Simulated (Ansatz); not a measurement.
System: CCl3, charge 0, multiplicity 2. It need not be the lowest isomer of its formula. 
Structure (B3LYP-D3(BJ)/def2-TZVP (Ansatz, a first-principles code) minimum search):
```
C
Cl 1 1.7155
Cl 1 1.7155 2 117.13
Cl 1 1.7155 2 117.13 3 146.94
```
Charge 0, spin multiplicity 2.

Give the harmonic wavenumbers at B3LYP-D3(BJ)/def2-TZVP (Ansatz, finite differences of forces, unscaled).

270, 270, 318, 480, 871, 871 cm⁻¹. Zero-point energy 4.4 kcal/mol.

From these and the geometry, give the ideal-gas thermochemistry at 298.15 K and 1 atm (rigid rotor, harmonic oscillator).

Point group C3v, rotational symmetry number 3. Rotational constants 3.307, 3.307, 1.663 GHz. S(trans) 40.22, S(rot) 25.09, S(vib) 5.53, S(elec, spin only) 1.38, S 72.2 cal/(mol K). H(298) - H(0) 3.42 kcal/mol; G - E(el) -13.7 kcal/mol.
